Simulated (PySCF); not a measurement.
Molecule: `C[NH+](C)C`, [C₃H₁₀N]+.

Geometry (Å), atoms numbered from 1 in this order:
```xyz
14

C    -0.037    1.355   -0.574
N     0.031    0.092    0.211
C     1.236   -0.711   -0.135
C    -1.220   -0.705    0.088
H     0.885    1.928   -0.417
H    -0.143    1.102   -1.637
H    -0.904    1.940   -0.242
H     0.122    0.357    1.199
H     2.133   -0.100    0.017
H     1.165   -1.013   -1.188
H     1.272   -1.601    0.506
H    -1.145   -1.595    0.725
H    -2.072   -0.089    0.401
H    -1.343   -1.006   -0.960
```

Total charge +1.

Spin–spin couplings on one PBE0-D3(BJ)/def2-SVP geometry, PySCF 2.14.0 with density-fitted response routines, gas phase, non-relativistic, equivalent pairs averaged (spin–dipole term only in couplings to heteroatoms); isotopes 13C, 1H, 15N; functional B3LYP.

Q: How do the couplings (Hz) change with the basis set? Times are CPU seconds on shared hosts with different chips, so compare them loosely. Far from the basis limit: 6-31G*, pcJ-0, 6-31G-J, def2-TZVP, cc-pVTZ.

A: 
```
basis set  functions  1J(C1,H5)  1J(N2,H8)  1J(C1,N2)  2J(H5,H6)  2J(C1,H8)  3J(H5,H8)  3J(C1,H9)  core-s
   6-31G*         76      160.1      -77.6       -9.7      -15.8       -2.5        4.7        3.5     8.7
    pcJ-0         82      132.5      -61.2       -0.7      -13.6       -3.0        5.3        3.7     4.4
  6-31G-J         88      159.0      -80.4       -3.9      -17.4       -3.7        5.8        4.3     6.2
def2-TZVP        184      145.4      -72.6       -3.5      -11.9       -3.1        5.2        4.0      20
    pcJ-1        208      154.1      -77.8       -5.2      -14.0       -3.4        6.3        4.3      25
  cc-pVTZ        260      136.7      -63.2       -1.8      -11.4       -2.6        5.5        3.7      25
```

The Fermi-contact term samples the wavefunction at the nucleus, which is why sets with added tight s functions (names with J) are made for couplings.
